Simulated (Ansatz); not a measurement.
Name a neutral molecule of C, F, N, O, S and H with HOMO energy (B3LYP/def2-TZVPP) between -7.20 and -6.90 eV and HOMO–LUMO gap (B3LYP/def2-TZVPP) between 6.80 and 7.10 eV (Ansatz, PBE0-D4/def2-TZVP geometry).

`NC(O)(F)S` (-7.12 eV, 7.01 eV). Other molecules can fit too; these were computed, each in one conformer that needn't be the lowest.

B3LYP here is the variant with VWN-RPA as its local correlation; programs differ in this.
